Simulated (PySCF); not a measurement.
Species: acetyl chloride, C2H3ClO.
SMILES: `CC(=O)Cl`

The closed-shell ground state was solved at several levels (PySCF, density fitting, gas phase, non-relativistic). Isolated species at its PBE0-D3(BJ)/def2-SVP geometry, gas phase.

```
           level  basis functions  HOMO (eV)  LUMO (eV)  gap (eV)  dipole (D)
    PBE0/cc-pVTZ              166      -8.56      -0.99      7.57        2.77
   PBE0/IGLO-III              179      -8.58      -1.05      7.53        2.77
PBE0/aug-cc-pVDZ              123      -8.64      -1.14      7.50        2.82
    PBE0/cc-pVDZ               75      -8.41      -0.80      7.61        2.72
```

Question: Estimate the row for PBE0/pcSseg-0, a basis of 46 functions; the other rows only guide the guess.

Answer: HOMO -8.74 eV, LUMO -1.24 eV, gap 7.50 eV, dipole 3.07 D.

Question: How much does the basis alone move the frontier levels among the 5 PBE0 rows (the withheld one included)?

Answer: The HOMO by 0.33 eV and the LUMO by 0.44 eV. By rising basis size (HOMO, LUMO in eV): pcSseg-0 -8.74, -1.24; cc-pVDZ -8.41, -0.80; aug-cc-pVDZ -8.64, -1.14; cc-pVTZ -8.56, -0.99; IGLO-III -8.58, -1.05.

Question: How far do the dipole and the HOMO energy spread over the levels?

Answer: The dipole runs from 2.72 to 3.07 D (mean 2.83 D) and the HOMO from -8.74 to -8.41 eV.
